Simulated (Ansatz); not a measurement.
The cluster P₃. Total charge 0; doublet. Geometry PBE0-D4/def2-TZVP; atoms count from 1.

```tsv
atom	x (Å)	y (Å)	z (Å)
P1	-0.780	-0.310	-0.803
P2	0.219	1.228	0.153
P3	0.561	-0.919	0.650
```

The structure comes from a short search, and lower isomers may exist.

Estimate the Mulliken populations from the PBE0/def2-TZVP orbitals of Ansatz.


```
atom  charge (e)  spin (α − β)
  P1        0.07         -0.25
  P2       -0.03          0.62
  P3       -0.03          0.63
```
Mulliken values depend strongly on the basis.

Where does the spin sit?

Summed by element: P 1.00, of 1 unpaired in all. Largest on single atoms: P3 0.63, P2 0.62, P1 -0.25.

And the Mayer bond orders between heavy atoms (over 0.3)?

P1–P2 1.53 (2.07 Å); P1–P3 1.52 (2.07 Å); P2–P3 1.18 (2.23 Å).
